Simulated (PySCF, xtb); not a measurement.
CH₂, SMILES [CH2], multiplicity 3.

Harmonic wavenumbers (cm⁻¹) from GFN2-xTB (xtb) at its own minimum, in rising order: 921, 3133, 3295.

Problem. What does r2SCAN-D4/def2-TZVPD (PySCF) give at its own minimum? (An estimate is asked for; the answer gives what the named calculation found.)

Solution. 1060, 3135, 3368. Paired by order, the mean absolute difference is 71 cm⁻¹ and the zero-point energies are 10.5 and 10.8 kcal/mol.
